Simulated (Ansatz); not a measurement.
The parent structure is Ag in the fcc (Cu type) structure (space group Fm-3m, No. 225; a = 4.1486 Å).

Computed with PBE, PAW, 420 eV (Ansatz, a program for electronic structure; scalar-relativistic without spin-orbit coupling).

One thing is altered: Au takes the place of Ag on all its sites; the structure is relaxed again.

Measured lattice parameter a: Ag 4.062 Å (static lattice; corrected from measurement; as listed in Daniel Mejia-Rodriguez, S. B. Trickey, Phys. Rev. B (2018)); Au 4.062 Å (static lattice; corrected from measurement; as listed in Daniel Mejia-Rodriguez, S. B. Trickey, Phys. Rev. B (2018)).

Question: How well does PBE reproduce the measured shift?

Answer: With PBE the lattice parameter a moves by +0.009 Å (4.149 → 4.157) against +0.000 Å measured.

No phonon test of stability was made.
